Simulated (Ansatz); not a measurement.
Molecular dynamics, step by step

C2HSi (charge -1), closed shell, revPBE-D4/STO-3G (Ansatz 0.2.0). Settings (timestep in fs, temperature in K; T counts 6 degrees of freedom):

```yaml
hamiltonian: {xc: {name: revPBE}, dispersion: d4}
md: {n_steps: 80, timestep: 0.25, temperature: 300, ensemble: nvt_nose_hoover, seed: 663, initial_velocities: maxwell_boltzmann}
```

Start:

```tsv
atom	x (Å)	y (Å)	z (Å)
C1	-0.1617	-0.9385	0.6146
Si2	1.3696	0.2681	0.5909
C3	-0.2548	0.1131	-0.2330
H4	-0.9531	0.5572	-0.9725
```

| step | time (fs) | potential energy less the start (meV) | kinetic energy (meV) | T (K) |
| --- | --- | --- | --- | --- |
| 0 | 0.00 | 0.0 | 77.6 | 300 |
| 5 | 1.25 | 7.4 | 70.2 | 272 |
| 10 | 2.50 | -8.4 | 86.0 | 333 |
| 15 | 3.75 | -40.3 | 117.8 | 456 |
| 20 | 5.00 | -74.1 | 151.5 | 586 |
| 25 | 6.25 | -95.1 | 172.4 | 667 |
| 30 | 7.50 | -94.2 | 171.4 | 663 |
| 35 | 8.75 | -71.2 | 148.2 | 573 |
| 40 | 10.00 | -33.9 | 110.8 | 429 |
| 45 | 11.25 | 4.5 | 72.2 | 279 |
| 50 | 12.50 | 31.5 | 45.2 | 175 |
| 55 | 13.75 | 38.7 | 37.9 | 147 |
| 60 | 15.00 | 24.1 | 52.5 | 203 |
| 65 | 16.25 | -8.7 | 85.2 | 330 |
| 70 | 17.50 | -51.3 | 127.6 | 493 |
| 75 | 18.75 | -91.4 | 167.4 | 648 |
| 80 | 20.00 | -116.6 | 192.3 | 744 |

Step 25, positions (Å) and forces (eV/Å):

| atom | x | y | z | Fx | Fy | Fz |
| --- | --- | --- | --- | --- | --- | --- |
| C1 | -0.197 | -0.972 | 0.626 | 0.705 | -0.190 | 0.417 |
| Si2 | 1.369 | 0.279 | 0.585 | -1.146 | -0.668 | -0.333 |
| C3 | -0.213 | 0.118 | -0.237 | 0.190 | 1.148 | -0.054 |
| H4 | -1.003 | 0.605 | -0.888 | 0.250 | -0.290 | -0.030 |

Step 70, positions (Å) and forces (eV/Å):

| atom | x | y | z | Fx | Fy | Fz |
| --- | --- | --- | --- | --- | --- | --- |
| C1 | -0.189 | -0.996 | 0.648 | 0.910 | 1.574 | -0.765 |
| Si2 | 1.342 | 0.273 | 0.571 | 1.136 | -0.549 | 0.992 |
| C3 | -0.163 | 0.156 | -0.226 | -2.258 | -0.972 | -0.173 |
| H4 | -0.949 | 0.586 | -0.912 | 0.212 | -0.053 | -0.054 |

Step 75, positions (Å) and forces (eV/Å):

| atom | x | y | z | Fx | Fy | Fz |
| --- | --- | --- | --- | --- | --- | --- |
| C1 | -0.180 | -0.986 | 0.645 | 0.586 | 0.976 | -0.455 |
| Si2 | 1.340 | 0.271 | 0.572 | 1.219 | -0.372 | 0.935 |
| C3 | -0.170 | 0.152 | -0.221 | -1.894 | -0.489 | -0.489 |
| H4 | -0.927 | 0.588 | -0.933 | 0.089 | -0.115 | 0.008 |

Last step (80):

C1  (-0.170, -0.975, 0.640)
Si2  (1.339, 0.268, 0.573)
C3  (-0.179, 0.148, -0.218)
H4  (-0.904, 0.589, -0.955)
(Å)

Hardware: 2 CPU threads of an Intel Xeon, shared host. Wall time about 110 s.
